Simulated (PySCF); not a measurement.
Excitations are Tamm–Dancoff values on a coarser integration grid. The basis has no diffuse functions, so Rydberg states are missing or too high.

Cartesian coordinates (Å):
SMILES: [Cl][Al]([Cl])[Cl]
```xyz
4

Cl     2.0711    -0.2285    -0.0005
Al     0.0000     0.0000     0.0000
Cl    -0.8377     1.9079    -0.0002
Cl    -1.2334    -1.6795     0.0006
```
Charge 0, spin multiplicity 1.

**Question.** Give the dipole moment, HOMO, total energy, LUMO, HOMO–LUMO gap, S1–T1 gap (TDA), T1 excitation (TDA) and S1 excitation (TDA) at the level PySCF with PBE-D3(BJ)/def2-TZVP.

**Answer.** 
| Quantity | Result |
|---|---|
| dipole moment | 0.00 D |
| HOMO | -7.96 eV |
| total energy | -1622.5968 Ha |
| LUMO | -2.23 eV |
| HOMO–LUMO gap | 5.73 eV |
| S1–T1 gap (TDA) | 0.24 eV |
| T1 excitation (TDA) | 5.60 eV |
| S1 excitation (TDA) | 5.84 eV |
